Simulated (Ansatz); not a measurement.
Basis-set extrapolation for `CC(C)(C)C(C)(C)C` (PBE0-D4/def2-TZVP geometry, frozen core, Ansatz). Multiplicity 1, RHF reference.

```json
{"": "HF", "def2-TZVPP": "-313.536110", "def2-QZVPP": "-313.550849"}
{"": "MP2 correlation", "def2-TZVPP": "-1.438265", "def2-QZVPP": "-1.524948"}
{"": "CCSD(T) correlation", "def2-TZVPP": "-1.585242", "def2-QZVPP": "not run"}
```

Energies in hartree. Use E(X) = E(∞) + A·exp(−7.88·√X) for Hartree–Fock and E(X) = E(∞) + B·X^(−2.97) for correlation, with X = 3 and 4, and add CCSD(T) minus MP2 of the smaller set to the MP2 limit.

**Question.** What is the CCSD(T) energy at the basis-set limit?

**Answer.** HF limit: -313.550849 + (-0.014739) × 0.13774 = -313.55288. MP2 limit: -1.524948 + (-0.086683) × 0.74074 = -1.58916. Higher-order term: -1.585242 − (-1.438265) = -0.14698. Total: -315.28902 hartree, 4.56 eV below CCSD(T)/def2-TZVPP.
